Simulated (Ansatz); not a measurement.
```yaml
crystal:
  periodic: [false, false, false]
  atoms:
    - {symbol: Ge, position_ang: [-2.282822, -0.159727, -0.001567]}
    - {symbol: C, position_ang: [-0.491588, -0.183943, -0.001508]}
    - {symbol: P, position_ang: [1.136341, -0.497262, -0.001405]}
    - {symbol: H, position_ang: [1.638069, 0.840932, 0.004481]}
basis:
  gaussian: {orbitals: def2-TZVP}
hamiltonian: {xc: pbe0}
relax: {f_tol: 0.004, max_steps: 80}
```

```sh
$ ansatz run in.yaml --threads 1 --pin off --events-out ev --progress --plain --max-ram 2176MiB
```

Steps of the relaxation (energy above the last step; positions in Å, forces in eV/Å):

```
4
step 1, 10.3 meV
Ge   -2.283   -0.160   -0.002    0.292   -0.004    0.000
C    -0.492   -0.184   -0.002    0.396   -0.152    0.000
P     1.136   -0.497   -0.001   -0.787   -0.030   -0.001
H     1.638    0.841    0.004    0.099    0.186    0.001
```

```
4
step 2, 2.5 meV
Ge   -2.276   -0.160   -0.002    0.106   -0.002    0.000
C    -0.491   -0.186   -0.001    0.250   -0.083    0.000
P     1.127   -0.498   -0.001   -0.407    0.007    0.000
H     1.640    0.843    0.004    0.051    0.079    0.000
```

```
4
step 3, 0.0 meV
Ge   -2.271   -0.161   -0.002   -0.005   -0.002    0.000
C    -0.490   -0.187   -0.001   -0.009    0.007    0.000
P     1.117   -0.497   -0.002    0.012   -0.008    0.000
H     1.644    0.845    0.004    0.001    0.003    0.000
```

```
4
step 4, 0.0 meV
Ge   -2.272   -0.162   -0.002    0.000   -0.002    0.000
C    -0.491   -0.187   -0.001    0.001    0.004    0.000
P     1.118   -0.497   -0.002   -0.001   -0.002    0.000
H     1.645    0.845    0.004    0.000    0.000    0.000
```

Close pairs at the end: P3–H4 1.442 Å, C2–P3 1.638 Å, Ge1–C2 1.781 Å.

A stationary point of restricted PBE0 after 4 steps (its stability towards spin polarisation wasn't tested); no frequencies were run, so it isn't proven a minimum. 17 s on 1 thread of Arm Neoverse V2, shared host.
